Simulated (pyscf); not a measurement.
Elementary routes open to H₂B–O–SiH₃ + HF in the gas phase (singlet surface):
A. F–SiH₃ + H₂B–OH (O–Si, F–H broken; F–Si, H–O formed)
B. HO–SiH₃ + H₂B–F (B–O, F–H broken; H–O, B–F formed)

Structures and frequencies: ωB97X-D3(BJ)/def2-SVP in PySCF. MP2 and CC: frozen core, UHF for open shells. ΔMP2 is the change of the MP2 total energy from the triple- to the quadruple-zeta basis.

### Question
Rank the routes by free-energy barrier at 900 K, lowest first, for CCSD(T)/def2-TZVPP + ΔMP2(QZVPP) energies (ideal gas, 1 atm, RRHO with modes under 100 cm⁻¹ raised to 100, one conformer, R ln 2 for chiral ones without a mode under 150 cm⁻¹).

### Answer
B (185.6 kJ/mol), A (218.3 kJ/mol)

Route B is the fastest of these, ahead of the next by 32.7 kJ/mol. The most stable products are those of A (ΔG = -40.0 kJ/mol), whose barrier is 32.7 kJ/mol higher: the kinetic and the thermodynamic product differ. At 298 K B is still the fastest. A: On the reactant side the descent ends in a complex, 26.4 kJ/mol under the separated species and 100.3 kJ/mol under the saddle at ωB97X-D3(BJ)/def2-TZVP. B: On the reactant side the descent ends in a complex (not fully relaxed), 26.9 kJ/mol under the separated species and 70.4 kJ/mol under the saddle at ωB97X-D3(BJ)/def2-TZVP. On the product side the descent ends in an adduct with a B–O contact, 39.8 kJ/mol under the separated species and 88.9 kJ/mol under the saddle at ωB97X-D3(BJ)/def2-TZVP. Only these routes are compared; each barrier is that of the saddle found, and lower ones may exist. The CCSD(T) − MP2 part came from Ansatz, without density fitting, on the same reference.
